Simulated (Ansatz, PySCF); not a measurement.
This triplet lies within 0.05 eV of the relaxed singlet at the level frozen-core CCSD(T)/cc-pVTZ // B3LYP-D3(BJ)/def2-TZVP (Ansatz, a program for electronic structure).

B3LYP has the VWN-RPA correlation part, as in Gaussian. 

Cartesian coordinates (Å):
SMILES: C[C]C
```xyz
9

C     -1.3427    -0.0716     0.0165
C     -0.0143    -0.2431    -0.5722
C      1.3407     0.0375    -0.0968
H     -1.5520     0.9818     0.2607
H     -1.4576    -0.6474     0.9484
H     -2.1290    -0.4050    -0.6654
H      2.0913    -0.2358    -0.8427
H      1.4845     1.1056     0.1301
H      1.5790    -0.5220     0.8214
```
Charge 0, spin multiplicity 3.

### Question
Give the dipole moment, total energy and highest occupied spin orbital at the level B3LYP-D3(BJ)/def2-TZVP in PySCF 2.14.0.

### Answer

The dipole moment is 0.77 D and the total energy is -117.8563 Ha. The highest occupied spin orbital is -5.05 eV.
